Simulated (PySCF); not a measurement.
Below is a simulated gas-phase C 1s photoelectron spectrum of malonic acid (`O=C(O)CC(=O)O`).

Every computed line was given a Gaussian of 0.8 eV full width at half maximum and an area set by the number of equivalent atoms; the highest printed point is 100. Theory: delta-SCF UKS SCAN, pcX-2 on the ionised atom, pcseg-1 elsewhere, spin-free X2C (PySCF 2.14.0).

(binding energy (eV), intensity): (290.9, 0), (291.0, 0), (291.1, 1), (291.2, 2), (291.3, 4), (291.4, 7), (291.5, 12), (291.6, 19), (291.7, 27), (291.8, 36), (291.9, 44), (292.0, 49), (292.1, 50), (292.2, 47), (292.3, 40), (292.4, 31), (292.5, 23), (292.6, 15), (292.7, 9), (292.8, 5), (292.9, 3), (293.0, 1), (293.1, 1), (293.2, 0), (293.3, 0), (293.4, 0), (293.5, 0), (293.6, 0), (293.7, 0), (293.8, 0), (293.9, 0), (294.0, 0), (294.1, 0), (294.2, 0), (294.3, 1), (294.4, 1), (294.5, 3), (294.6, 6), (294.7, 12), (294.8, 21), (294.9, 34), (295.0, 50), (295.1, 68), (295.2, 84), (295.3, 96), (295.4, 100), (295.5, 96), (295.6, 84), (295.7, 67), (295.8, 50), (295.9, 34), (296.0, 21), (296.1, 12), (296.2, 6), (296.3, 3), (296.4, 1), (296.5, 1)

**Question.** How many maxima does the curve show, and how many computed lines lie under it?

**Answer.** The curve has 2 maxima (at 292.1 and 295.4 eV). Under it lie 2 lines from 2 inequivalent carbon sites.

**Question.** Decompose the envelope and assign each component. Numbering: `[O:1]=[C:2]([OH:3])[CH2:4][C:5](=[O:6])[OH:7]`.

**Answer.** 
| position (eV) | relative area | line | atoms | environment |
| --- | --- | --- | --- | --- |
| 292.07 | 1 | C 1s | C4 | sp3 carbon next to a carbonyl |
| 295.40 | 2 | C 1s | C2/C5 | carboxylic acid carbon |

**Question.** What are the centre and the root-mean-square width of the whole band?

**Answer.** The area-weighted mean of the lines is 294.29 eV. Their own spread about it is 1.57 eV (rms) and each Gaussian has σ = 0.8/2.355 = 0.34 eV; the variances add, which gives 1.60 eV.

The listed C 1s values span 3.33 eV, from C4 (bonded to 2 C and 2 H) to C2/C5 (bonded to O (double bond), O and C).

Shake-up satellites, vibrational structure and lifetime widths aren't simulated. One atom of each set of topologically equivalent atoms was ionised and stands for the set; in this conformer not all members are related by symmetry, and their own values weren't computed. Geometry: PBE0-D3(BJ)/def2-SVP, one conformer, isolated molecule.

The values belong to the conformer `[O:1]=[C:2]([OH:3])[CH2:4][C:5](=[O:6])[OH:7]`: O1–C2–C4–C5 37°, C2–C4–C5–O6 54°, H–O3–C2–O1 0°, H–O7–C5–C4 -179°.
